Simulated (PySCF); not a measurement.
# C4H6: core ionisation energies

1-methylcyclopropene, C4H6.
Bonds: C1–C2, C2–C3 (double), C3–C4, C2–C4. Hydrogens: H5, H6, H7 on C1; H8 on C3; H9, H10 on C4.

Level of theory: PySCF, delta-SCF UKS SCAN, pcX-2 on the ionised atom, pcseg-1 elsewhere, spin-free X2C. These are vertical core ionisation energies against the vacuum level, from separate self-consistent calculations with and without the core hole.

Task: Give the core binding energies atom by atom.

Result: 
| atom(s) | bonded to | level | binding energy (eV) | above the level's lowest (eV) | count |
| --- | --- | --- | --- | --- | --- |
| C1 | C and 3 H | C 1s | 291.21 | +0.94 | 1 |
| C2 | C (double bond) and 2 C | C 1s | 290.72 | +0.45 | 1 |
| C3 | C (double bond), C and H | C 1s | 290.27 | 0.00 | 1 |
| C4 | 2 C and 2 H | C 1s | 290.64 | +0.37 | 1 |

The listed C 1s values span 0.94 eV, from C3 (bonded to C (double bond), C and H) to C1 (bonded to C and 3 H). The widest gap between neighbouring values is 0.49 eV, between 290.72 and 291.21 eV.

Task: Give the binding energy of C 1s of C3 in hartree and in kJ/mol.

Result: 290.27 eV = 10.6672 Eh = 28007 kJ/mol.

Spin contamination (⟨S²⟩ against 0.75 for a pure doublet) is marked for C 1s of C2 (0.85), which makes this value less certain. Geometry: PBE0-D3(BJ)/def2-SVP; no solvent, vibrations or thermal averaging.
